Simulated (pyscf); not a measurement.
PySCF, gas phase, ωB97X-D3(BJ)/def2-SVP geometries.

Q: Estimate the classical barrier height and the reaction energy of H₃Ge–O–SnH₃ (SMILES [GeH3][O][SnH3]) + HF (SMILES F) → F–GeH₃ (SMILES [F][GeH3]) + HO–SnH₃ (SMILES [OH][SnH3]) at ωB97X-D3(BJ)/def2-TZVP. The step runs on the singlet surface, breaks Ge–O, F–H and forms F–Ge, H–O; take the separated reactants as zero.

A: ΔE‡ = 7.6 kcal/mol, ΔE = -4.9 kcal/mol. ωB97M-D3(BJ)/def2-TZVP gives 7.4 kcal/mol and -7.1 kcal/mol. Zero-point energy shifts the barrier by +1.4 kcal/mol. It is a four-centre exchange, with an imaginary mode of 389i cm⁻¹. On the reactant side the descent ends in a bound adduct (not fully relaxed), 11.4 kcal/mol under the separated species and 19.0 kcal/mol under the saddle at ωB97X-D3(BJ)/def2-TZVP. On the product side the descent ends in a complex (not fully relaxed), 6.0 kcal/mol under the separated species and 18.5 kcal/mol under the saddle at ωB97X-D3(BJ)/def2-TZVP. One saddle was located; it need not be the lowest between these sides. Elements up to Kr have no core potential and no relativistic terms here. Elements past Kr carry the def2 core potentials, without spin-orbit coupling.
